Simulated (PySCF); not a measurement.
## Removing an electron from trithiane

Trithiane, C₃H₆S₃.
Z-matrix (Å and degrees, PBE0-D3(BJ)/def2-SVP geometry), rows numbered from 1:
```
C 
S   1  1.8093
C   2  1.8096  1   98.46
S   3  1.8096  2  116.29  1    65.45
C   4  1.8097  3   98.50  2   -65.36
S   5  1.8096  4  116.29  3    65.36
H   1  1.1033  2  109.91  3    60.02
H   1  1.0992  2  106.31  3   176.46
H   3  1.1033  2  109.84  1   -60.09
H   3  1.0992  2  106.28  1  -176.50
H   5  1.0992  4  106.26  3  -176.63
H   5  1.1033  4  109.87  3   -60.22
```

Level: CAM-B3LYP/def2-SVPD (PySCF). Frontier orbitals with their largest atomic shares (Löwdin; up to four atoms above 4 %):

| orbital | ε (eV) | main atoms |
| --- | --- | --- |
| HOMO−3 | -10.60 | S4 40 %, S6 14 %, C5 13 %, C3 12 % |
| HOMO−2 | -8.48 | S6 23 %, S2 23 %, S4 23 %, C1 8 % |
| HOMO−1 | -7.94 | ? |
| HOMO | -7.94 | ? |
| LUMO | 0.80 | S4 43 %, S6 19 %, S2 10 %, C5 7 % |
| LUMO+1 | 0.80 | S2 37 %, S6 29 %, C1 7 %, S4 5 % |
| LUMO+2 | 1.03 | S4 20 %, S2 20 %, S6 20 %, H12 9 % |

Q: What vertical ionisation energy does ΔSCF give, and how far is −ε(HOMO) from it?

A: ΔSCF: 8.72 eV (842 kJ/mol; threshold wavelength 142 nm); ⟨S²⟩ of the doublet left behind is 0.761, against 0.75 for a pure doublet. −ε(HOMO) is 7.94 eV, 0.78 eV below it. For the exact functional −ε(HOMO) would equal the first vertical ionisation energy; CAM-B3LYP (range-separated hybrid) falls short of its own ΔSCF value by 9 %. Holes in the HOMO−1 and HOMO−2 were tried too where these lie within 1.2 eV of the HOMO; the lowest converged state counts.

Q: On which atoms does the HOMO lie?

A: HOMO: S2 40 %, S6 38 %, C5 5 %, C3 5 %; HOMO−1: S4 51 %, S6 16 %, S2 15 %, C1 5 %. These 2 orbitals lie within 0.02 eV of one another. The HOMO−2 lies 0.54 eV lower.

Q: What total energies stand behind the ΔSCF value?

A: E(N) = -1312.00657 Eh and E(N − 1) = -1311.68601 Eh at the same geometry, 0.32056 Eh apart.

Q: How many of the 10 lowest singlet excitations (vertical TDDFT, same level) lie below the ionisation energy?

A: All 10; they run from 5.15 to 6.48 eV.

Geometry: PBE0-D3(BJ)/def2-SVP, one conformer, isolated molecule.
